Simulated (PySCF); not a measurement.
**Reproducing measurements on C2H6O**

**What was measured.**

From Chong, Molecules 2021, 26, 1947 (electron spectra of vapor-phase indole and four azaindoles), for the gas: C 1s binding energy of C1/C3 292.34 eV; O 1s binding energy of O2 538.74 eV.

From CORE65 (Golze, Keller, Rinke, J. Phys. Chem. Lett. 2020, 11, 1840), as tabulated in Jana, Herbert, J. Chem. Phys. 2023, 158, 094111, SI, for the gas: C 1s binding energy of C1/C3 292.17 eV; O 1s binding energy of O2 538.36 eV.

The results are set against them at the end.

C2H6O.
SMILES with atom numbers: `[CH3:1][O:2][CH3:3]` (hydrogens: H4, H5, H6 on C1; H7, H8, H9 on C3)

Structure used (PBE0-D3(BJ)/def2-SVP), in Å, numbered top down from 1:
```
atom  x, y, z in Å
C1    -0.212   -0.364    1.130
O2     0.797   -0.045    0.228
C3     0.314    0.358   -1.012
H4    -0.848   -1.199    0.770
H5    -0.879    0.499    1.335
H6     0.259   -0.669    2.075
H7    -0.288   -0.433   -1.504
H8     1.176    0.587   -1.655
H9    -0.319    1.266   -0.940
```

Runs made with PySCF (gas phase, on this PBE0-D3(BJ)/def2-SVP geometry; non-relativistic but for the core-level run):

```json
{"level": "delta-SCF UKS SCAN, pcX-2 on the ionised atom, pcseg-1 elsewhere, spin-free X2C", "job": "ΔSCF core ionisation, 2 holes", "basis functions": "103", "wall time": "14 s"}
```

Hardware: one thread, Arm Neoverse N1 (aarch64), no GPU, on a shared host.

## Comparison

**Core binding energies.** Delta-SCF UKS SCAN, pcX-2 on the ionised atom, pcseg-1 elsewhere, spin-free X2C (PySCF 2.14.0).

```
level and atom  computed (eV)      measured (eV)  computed − measured (eV)
   C 1s, C1/C3         292.27  292.34 and 292.17                     -0.07
      O 1s, O2         538.61  538.74 and 538.36                     -0.13
```

Sources, in the order of the opening: Chong, Molecules 2021, 26, 1947 (electron spectra of vapor-phase indole and four azaindoles); CORE65 (Golze, Keller, Rinke, J. Phys. Chem. Lett. 2020, 11, 1840), as tabulated in Jana, Herbert, J. Chem. Phys. 2023, 158, 094111, SI. Against the first value of each row the mean signed difference is -0.10 eV and the largest in size -0.13 eV. The computed values are vertical, without vibrational structure; measured positions hang on the energy calibration. The first atom of each set that the bonding makes equivalent was ionised and stands for the set.

No measured geometry was used, and the causes of the misses weren't examined.
